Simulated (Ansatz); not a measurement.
The input, for Ansatz 0.2.0:

```yaml
crystal:
  periodic: [false, false, false]
  atoms:
    - {symbol: B, position_ang: [0.000000, 0.060729, 0.625855]}
    - {symbol: C, position_ang: [0.000000, -0.101291, -0.453048]}
    - {symbol: H, position_ang: [0.000000, 0.555615, -1.314265]}
basis:
  gaussian: {orbitals: 6-31G}
correlation: {active_space: {window: {electrons: 4, orbitals: 5}, states: [{multiplicity: 1, weights: [0.5, 0.5, 0.5, 1]}], root: 2}}
output: {forces: true}
```

```sh
$ ansatz run in.yaml --threads 1 --pin off --events-out ev --progress --plain --max-ram 2393MiB
```

The program prints:

```
452 factors; integrals over basis functions are off by at most 1.3e-7 eV
mean field evaluation 1: about -1703.1567 eV, gradient 3.2e1 eV
mean field evaluation 2: about -1703.1649 eV, gradient 3.2e1 eV
mean field evaluation 4: about -1706.3588 eV, gradient 3.2e0 eV
mean field evaluation 8: about -1706.4815 eV, gradient 1.7e-1 eV
mean field evaluation 16: about -1698.8238 eV, gradient 3.2e1 eV
mean field evaluation 32: about -1702.8835 eV, gradient 8.6e-6 eV
mean field -1706.48348067 eV, -62.7121112188 hartree, gradient 2.5e-6 eV, S^2 0.000000; 3 other end points of the search recorded, 0 dependent functions left out
reference -1706.48348067 eV, -62.7121112188 hartree; 6, 6 occupied and 14, 14 virtual orbitals, 452 factors
state -1708.52208080 eV, -62.7870283914 hartree
state -1707.92397779 eV, -62.7650485112 hartree
state -1707.46465215 eV, -62.7481686054 hartree
state -1704.06529286 eV, -62.6232444556 hartree
the calculation of the forces begins
Total energy: -1707.46465215 eV, -62.7481686054 hartree
Atom 0 at     0.000000     0.060729     0.625855 Å, force     0.000000     2.169627    31.202450 eV/Å
Atom 1 at     0.000000    -0.101291    -0.453048 Å, force    -0.000000     0.239868   -30.228938 eV/Å
Atom 2 at     0.000000     0.555615    -1.314265 Å, force    -0.000000    -2.409495    -0.973512 eV/Å
Dipole moment:    -0.000000     0.386811     0.357679 e Å
```

Natural occupations, averaged over the states: 1.3598 1.3501 1.1614 0.0760 0.0528.

Forces (eV/Å):
```
B     0.000   2.170  31.202
C     0.000   0.240 -30.229
H     0.000  -2.409  -0.974
```

Ran on 1 thread of Arm Neoverse V1, shared host: 0.57 s wall, 0.14 GiB peak host memory.
